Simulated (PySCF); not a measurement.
A run for PySCF: D3(BJ) and D4 dispersion corrections on PH3 (SMILES P).

```python
from pyscf import gto
from pyscf.dispersion import dftd3, dftd4

mol = gto.M(
    atom='''
    P     0.00000000    0.00000000    0.12641100
    H     1.19133900    0.00000000   -0.63205600
    H    -0.59566900   -1.03173000   -0.63205600
    H    -0.59566900    1.03173000   -0.63205600
    ''',
    basis='def2-svp',
    charge=0, spin=0, verbose=0, max_memory=1800)
d3, d4 = {}, {}
for xc in ['hf', 'pbe', 'blyp', 'revpbe', 'tpss', 'r2scan', 'b3lyp', 'pbe0', 'bhlyp', 'camb3lyp', 'b2plyp']:
    d3[xc] = float(dftd3.DFTD3Dispersion(mol, xc=xc, version='d3bj', atm=False).get_dispersion()['energy'])
    print(f'D3(BJ) {xc:10s} {d3[xc]:14.8f} Eh')
for xc in ['hf', 'pbe', 'blyp', 'revpbe', 'tpss', 'r2scan', 'b3lyp', 'pbe0', 'bhlyp', 'camb3lyp', 'b2plyp']:
    d4[xc] = float(dftd4.DFTD4Dispersion(mol, xc={'camb3lyp': 'cam-b3lyp'}.get(xc, xc), atm=True).get_dispersion()['energy'])
    print(f'D4     {xc:10s} {d4[xc]:14.8f} Eh')
```

Output:

```
D3(BJ) hf            -0.01597693 Eh
D3(BJ) pbe           -0.00137032 Eh
D3(BJ) blyp          -0.00296025 Eh
D3(BJ) revpbe        -0.00377962 Eh
D3(BJ) tpss          -0.00167997 Eh
D3(BJ) r2scan        -0.00032884 Eh
D3(BJ) b3lyp         -0.00239721 Eh
D3(BJ) pbe0          -0.00112277 Eh
D3(BJ) bhlyp         -0.00184827 Eh
D3(BJ) camb3lyp      -0.00095180 Eh
D3(BJ) b2plyp        -0.00106287 Eh
D4     hf            -0.00482706 Eh
D4     pbe           -0.00107991 Eh
D4     blyp          -0.00255335 Eh
D4     revpbe        -0.00426346 Eh
D4     tpss          -0.00147104 Eh
D4     r2scan        -0.00024129 Eh
D4     b3lyp         -0.00175382 Eh
D4     pbe0          -0.00087602 Eh
D4     bhlyp         -0.00118040 Eh
D4     camb3lyp      -0.00086082 Eh
D4     b2plyp        -0.00073829 Eh
```

The run finished.

Cost: very roughly 0.03 core-seconds.
